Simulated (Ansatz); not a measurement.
**BH₃ (quintet): wave-function methods side by side, def2-TZVPP**

An exercise on one series of results from a longer session: the logs are not shown, and one member is left open.

Method: def2-TZVPP, core rule «outside noble gas», up to 1 orbitals frozen; program: Ansatz 0.2.0, Gaussian basis.

To be run: UHF; ROHF; CCSD(T) on UHF.

2 further runs of the same task are left out: 2 set aside as unsound or not needed.

## The system

The geometry is a PBE0/def2-TZVP stationary point (not a proven minimum) of the parent state, kept for this charge and spin.

4 atoms, charge 0, spin multiplicity 5.

Atoms are counted from 1 here; the program's logs count them from 0.

Bond lengths: B1–H2 1.281 Å, B1–H3 1.186 Å, B1–H4 1.281 Å. Angles: H2–B1–H3 117.7°, H2–B1–H4 49.8°, H3–B1–H4 117.7°.

The first run:

in.yaml

```yaml
crystal:
  periodic: [false, false, false]
  atoms:
    - {symbol: B, position_ang: [-0.114887, 0.000009, 0.089052]}
    - {symbol: H, position_ang: [0.311423, 0.539087, -0.991887]}
    - {symbol: H, position_ang: [0.609492, -0.000048, 1.028622]}
    - {symbol: H, position_ang: [0.311340, -0.539134, -0.991888]}
basis:
  gaussian: {orbitals: def2-TZVPP}
magnetization: {spin_polarized: true, initial_magnetization: 4}
hamiltonian: {xc: hf}
output: {orbitals: {seedname: orbitals}}
```

Started as:

```sh
ansatz run in.yaml --threads 1 --pin off --events-out ev --progress --plain --max-ram 4096MiB --backend cpu
```

Steps of the session up to this table: UHF; ROHF; CCSD(T) on UHF.

One of the session's tables, all rows but one given; the rest of the session is left out.

It belongs to the step «Misses and costs». 

```
  method  from UCCSD(T) (meV)
    ROHF              +2980.4
     UHF              +2917.6
    UMP2                    ?
   UCCSD               +123.0
UCCSD(T)                    0
```

Q: Estimate the row for UMP2 from the others.

**Answer.** from UCCSD(T) (meV): +685.5. In the column «from UCCSD(T) (meV)» it lies between UCCSD (+123.0) and UHF (+2917.6).

To keep in mind: Warnings: coupled cluster took another determinant than the lowest.
